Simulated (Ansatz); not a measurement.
How far each method lies from full CI for B$_{2}$⁺, doublet

Geometry: a point of a stretch scan, not a stationary point.

```xyz
2

B     0.0000    0.0000    0.0000
B     0.0000    0.0000    1.3380
```

Basis cc-pVTZ; Ansatz 0.2.0. Correlated methods freeze the noble-gas cores, which leaves 5 electrons in 58 orbitals. R marks a restricted (for open shells ROHF) determinant, U an unrestricted one. Active spaces: pair = (3e, 3o) about the gap; valence = (5e, 8o) chosen from the atoms' valence shells.

Full CI is exact within this basis and frozen core; it isn't the basis-set limit. The frozen core follows each run's orbitals, which can shift R against U totals by a few meV.

HF rows: UHF is the lowest solution found. Coupled cluster chose its determinant by a search with trial CCSD, here up to 0.44 eV above the lowest Hartree–Fock solution of its kind, and MP2 stands on that determinant too.

The U cluster runs have T1 = 0.167 on a determinant 1.26 eV above the lowest UHF solution, too large to trust, so UMP2, UCCSD, UCCSD(T), UCCSDT(Q), UCCSDT aren't compared. BCCD(T) turns its orbitals far from the restricted determinant (T1 = 0.323 for the singles of that rotation), so its spin and state can't be checked, and it isn't compared.

The UHF ⟨S²⟩ is 1.724 and the ⟨S²⟩ of the determinant under UCCSD is 1.810. The T1 diagnostic (RCCSD) is 0.1903 and the largest doubles amplitude (RCCSD) is 0.334. The T1 diagnostic (UCCSD) is 0.1669.

| level | E − E(determinant under the R cluster runs) (eV) |
| --- | --- |
| RMP2 | -3.9277 |
| RCCSD* | -5.2462 |
| RCCSD(T)* | -5.5709 |

Q: Estimate how far full CI in cc-pVTZ lies from RCCSD(T). The table doesn't fix it; the size of (T) and the diagnostics are the guide.

A: Full CI in cc-pVTZ lies 1.03 kcal/mol below RCCSD(T), which is 14 % of the (T) step (-7.49 kcal/mol). T1 is very large, a doubles amplitude is large, but (T) still catches most of what CCSD lacks. The miss exceeds 1 kcal/mol.

The other levels:

```json
{"level": "UHF†", "E − E(full CI) (kcal/mol)": "62.67", "share of correlation (%)": "–", "wall time": "0.97 s"}
{"level": "UMP2†", "E − E(full CI) (kcal/mol)": "32.35", "share of correlation (%)": "–", "wall time": "–"}
{"level": "UCCSD†", "E − E(full CI) (kcal/mol)": "9.16", "share of correlation (%)": "–", "wall time": "–"}
{"level": "UCCSD(T)†", "E − E(full CI) (kcal/mol)": "0.89", "share of correlation (%)": "–", "wall time": "16 s"}
{"level": "RCCSDT*", "E − E(full CI) (kcal/mol)": "0.78", "share of correlation (%)": "99.40", "wall time": "–"}
{"level": "UCCSDT*†", "E − E(full CI) (kcal/mol)": "-4.21", "share of correlation (%)": "–", "wall time": "–"}
{"level": "RCCSDT(Q)*", "E − E(full CI) (kcal/mol)": "0.02", "share of correlation (%)": "99.98", "wall time": "4.3 min"}
{"level": "UCCSDT(Q)*†", "E − E(full CI) (kcal/mol)": "-7.68", "share of correlation (%)": "–", "wall time": "98 s"}
{"level": "CASSCF (valence space)", "E − E(full CI) (kcal/mol)": "33.75", "share of correlation (%)": "73.94", "wall time": "–"}
{"level": "NEVPT2 (valence space)", "E − E(full CI) (kcal/mol)": "8.64", "share of correlation (%)": "93.33", "wall time": "3.9 s"}
{"level": "MRCISD (valence space)", "E − E(full CI) (kcal/mol)": "2.16", "share of correlation (%)": "98.33", "wall time": "–"}
{"level": "MRCISD+Q (valence space)", "E − E(full CI) (kcal/mol)": "1.34", "share of correlation (%)": "98.96", "wall time": "6 s"}
```

An asterisk marks runs whose energy the program itself flagged as in doubt. A dagger marks rows that describe another state than the reference (another or a broken symmetry, a higher spin or other natural occupations), so the difference holds a gap between states beside the method's error.

The correlation energy at full CI, counted from the determinant under the R cluster runs, is -5.616 eV. That run took 6.2 min on 1 thread of Arm Neoverse V1, shared host over 6,375,432 determinants.

Run but not shown, since their state, orbitals or frozen core can't be matched to the reference's or they repeat it: RHF, CISD, BCCD(T), CASSCF (pair space), NEVPT2 (pair space), MRCISD (pair space), MRCISD+Q (pair space).

Times hold each run's SCF and search for its determinant on a shared host, so for small cases they say little of a method's own cost; they ran on 1 thread of Arm Neoverse V1.

Unrestricted levels hold only the spin's projection, and here they fall towards a lower state of higher spin.

The full-CI state has the irrep B3u of D2h, in the program's axes (one component, if the state is degenerate).

Natural occupations of full CI about the gap: 1.931 1.444 0.972 0.454 0.104 0.034 0.016 0.009 0.007 0.005; effectively unpaired electrons, Σ n²(2−n)², 2.20. No single determinant describes this state well, so single-reference rows can miss without a flag.
